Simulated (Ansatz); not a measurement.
```xyz
7

N    -0.305   -0.154    1.349
C     0.191    0.092    0.226
N    -0.458    0.039   -0.963
F     1.464    0.495    0.034
H     0.357    0.019    2.096
H    -1.350   -0.424   -0.949
H     0.101   -0.067   -1.791
```

The species carries charge 0 and has multiplicity 1.

**Question.** List the PBE0/def2-TZVPP orbital energies in eV (Ansatz). (Best estimate.)

**Answer.** The calculation gave: Occupied: -674.65, -392.23, -390.56, -282.17, -34.76, -26.81, -24.65, -17.86, -16.26, -14.94, -13.96, -13.57, -12.04, -10.27, -8.39, -7.54. Lowest empty: 0.90, 1.34, 2.30, 2.46, 3.51, 5.67, 6.16, 6.49.
